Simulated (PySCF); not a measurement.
**How methods differ on the ionisation energy of Ne**

Ne [Ne] (1S) → Ne⁺ [He] 2s2 2p5 (2P), as a difference of total energies. All numbers are calculated (PySCF 2.14, no relativity, point nucleus, in def2-SVP). Correlated levels: valence: 1s2 frozen. The calculations carry no spin-orbit coupling.

```csv
method,ionisation energy (eV),error (eV)
UHF,19.813,-1.784
M06-L,21.471,-0.126
MN15,21.405,-0.192
MP2 (valence),21.269,-0.328
SCS-MP2 (valence),21.142,-0.455
CCSD (valence),21.082,-0.515
CCSD(T) (valence),21.081,-0.516
```

Reference: 21.597 eV (measured; NIST levels, between the centres of gravity of the two terms).

Errors of the correlated levels include the incompleteness of this basis and the frozen core.
